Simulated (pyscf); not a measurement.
**Four-centre exchange: BiH₃ + InH₃ → H₂In–BiH₂ + H₂**

Gas phase, singlet surface, charge 0. Bonds broken: Bi1–H2, In5–H6. Bonds formed: Bi1–In5, H2–H6. Structures and frequencies: ωB97X-D3(BJ)/def2-SVP in PySCF.

Transition state (Å):

```xyz
8

Bi     1.6595    -1.0615    -0.4354
H      0.4965     0.6295     0.1074
H      1.2900    -2.2172     0.8846
H      0.2946    -1.7081    -1.3864
In    -0.4366    -0.0954     1.6466
H     -0.2437     1.4408     0.5720
H      0.5771     0.1368     2.9912
H     -1.8554    -0.9032     1.1910
```

One imaginary mode, 1322i cm⁻¹; descent along it reached the two sides named, in the forms told below.

```json
[
 {"bond": "Bi1–H2", "change": "breaks", "reactant side (Å)": "1.824", "saddle": "2.123", "product side": "3.7"},
 {"bond": "In5–H6", "change": "breaks", "reactant side (Å)": "1.729", "saddle": "1.885", "product side": "2.7"},
 {"bond": "Bi1–In5", "change": "forms", "reactant side (Å)": "3.4", "saddle": "3.1", "product side": "2.8"},
 {"bond": "H2–H6", "change": "forms", "reactant side (Å)": "2.9", "saddle": "1.192", "product side": "0.763"}
]
```

Electronic energies relative to the separated reactants (kcal/mol):

| level | barrier | reaction energy | reverse barrier |
|---|---|---|---|
| ωB97X-D3(BJ)/def2-TZVP | 11.6 | -26.1 | 37.7 |
| PBE/def2-TZVP | 9.9 | -18.5 | 28.5 |
| r²SCAN/def2-TZVP | 10.7 | -18.9 | 29.5 |
| B3LYP-D3(BJ)/def2-TZVP | 14.3 | -18.9 | 33.1 |
| PBE0-D3(BJ)/def2-TZVP | 11.0 | -19.3 | 30.3 |
| M06-2X/def2-TZVP | 14.9 | -19.9 | 34.8 |
| ωB97M-D3(BJ)/def2-TZVP | 18.6 | -16.4 | 35.0 |
| HF/def2-TZVP | 35.3 | -14.1 | 49.4 |

With ωB97M-D3(BJ)/def2-TZVP energies and thermal terms (ideal gas, 1 atm, RRHO with modes under 100 cm⁻¹ raised to 100, one conformer, R ln 2 for chiral ones without a mode under 150 cm⁻¹), in kcal/mol:

| T (K) | ΔH‡ | ΔG‡ | ΔH | ΔG |
|---|---|---|---|---|
| 298 | 18.7 | 27.7 | -15.9 | -15.6 |
| 600 | 19.2 | 36.6 | -14.6 | -15.9 |
| 900 | 19.9 | 45.1 | -13.9 | -16.8 |
| 1200 | 20.5 | 53.5 | -13.5 | -17.8 |

On the reactant side the descent ends in an adduct with a Bi–In contact (not fully relaxed), 9.6 kcal/mol under the separated species and 21.2 kcal/mol under the saddle at ωB97X-D3(BJ)/def2-TZVP. What is counted as formed (Bi–In) is already present as a longer contact in the reactant adduct; forming that adduct is a step of its own. At the saddle there is also a short H–In contact that neither side keeps. This is the saddle that the search found; another between the same sides may lie lower. Elements past Kr carry the def2 core potentials, without spin-orbit coupling.
